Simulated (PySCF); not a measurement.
Species: C3H2ClS2 (charge +1).
Atom-mapped SMILES: `[Cl:1][c:2]1[cH:3][s:4][cH+:5][s:6]1` (hydrogens: H7 on C3; H8 on C5)

Method used: PySCF 2.14.0, PBE0-D3(BJ)/def2-SVP geometry optimisation, gas phase.

Question: List the bond lengths and angles at this level.

Answer: 
```csv
bond,length (pm)
Cl1–C2,168.4
C2–C3,136.7
C3–S4,170.8
S4–C5,166.9
C5–S6,167.2
C2–S6,174.0
C3–H7,109.3
C5–H8,109.5
```

A selection of angles:
```csv
angle,degrees
Cl1–C2–C3,125.9
Cl1–C2–S6,118.9
C3–C2–S6,115.2
C2–C3–S4,115.9
C2–C3–H7,124.7
S4–C3–H7,119.4
C3–S4–C5,96.1
S4–C5–S6,117.5
S4–C5–H8,121.3
S6–C5–H8,121.3
C2–S6–C5,95.3
```

The 4 C–S bonds span 1.669 Å (S4–C5, aromatic) to 1.740 Å (C2–S6, aromatic), a spread of 0.071 Å. S4 (ring sulfur) is bent (angle 96.1°). The 5-membered ring C2–C3–S4–C5–S6 has internal angles of 95.3° to 117.5° (sum 540°, against 540° for a flat polygon); it is planar, 0.00 Å rms from its mean plane, widest ring torsion 0°. C3 (aromatic CH next to a ring sulfur) is planar (angles 124.7°, 119.4° and 115.9°, sum 360.0°, 0.00 Å off the plane of its three neighbours). The 6 heavy atoms lie in one plane (0.000 Å rms). C2 (aromatic C–Cl carbon) is planar (angles 125.9°, 118.9° and 115.2°, sum 360.0°, 0.00 Å off the plane of its three neighbours). C5 (aromatic CH next to a ring sulfur) is planar (angles 121.3°, 121.3° and 117.5°, sum 360.0°, 0.00 Å off the plane of its three neighbours).

Point group: Cs (tolerance 0.08 Å). Not checked by PBE0-D3(BJ)/def2-SVP frequencies.

Time: 31 s of wall time. Hardware: Arm Neoverse V1, one thread (shared host). These figures are those of the optimisation.
